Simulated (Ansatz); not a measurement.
# [Cl···H···SiH$_{3}$], doublet along the distance Cl1-H2

Starting geometry:

```xyz
6

Cl   -1.6428    0.0000    0.0000
H    -0.3640    0.0000    0.0000
Si    1.8402    0.0000    0.0000
H     2.2902   -1.4163    0.0000
H     2.2902    0.7081   -1.2265
H     2.2902    0.7081    1.2265
```

From there H2 is moved from one fragment to the other while all else, the fragments' distance too, stays fixed, so the hump isn't the reaction's barrier; atoms are numbered as listed. Energies are in eV, counted from the starting geometry at the same level.

Basis cc-pVDZ; Ansatz 0.2.0. Only valence electrons are correlated (noble-gas cores frozen). Prefix R: restricted or restricted open-shell reference; prefix U: unrestricted. Active spaces: valence = (15e, 12o) chosen from the atoms' valence shells.

Runs in a small pair space aren't shown, since their orbitals change along the scan.

Full CI isn't at hand for all of this; UCCSDT(Q) serves as the reference, and is uncertain by about the last step of the cluster series. The frozen core follows each run's orbitals, which can shift R against U totals by a few meV.

```tsv
distance Cl1-H2 (Å)	UCCSDT(Q)	error UHF	error BCCD(T)	error RCCSDT	error UCCSDT	error RCCSDT(Q)	error CASSCF (valence space)
1.279	0.000	0.000	0.000	0.000	0.000	0.000	0.000
1.388	0.033	0.057	0.002	0.001	0.001	0.000	0.005
1.606	0.327	0.081	0.006	0.003	0.002	0.000	0.012
1.825	0.307	-0.080	0.003	0.000	0.000	0.000	-0.014
2.043	0.288	-0.251	-0.003	-0.002	-0.002	0.000	-0.052
```

Errors are those of relative energies. In total energy the starting point itself misses UCCSDT(Q) by: UHF 8.013, BCCD(T) 0.033, RCCSDT 0.009, UCCSDT 0.009, RCCSDT(Q) 0.000, CASSCF (valence space) 6.412 eV.

Spread of the error over the points with a reference, to 2.043 Å (largest less smallest): RCCSDT(Q) 0.000, UCCSDT 0.005, RCCSDT 0.005, BCCD(T) 0.009, CASSCF (valence space) 0.064, UHF 0.332 eV.
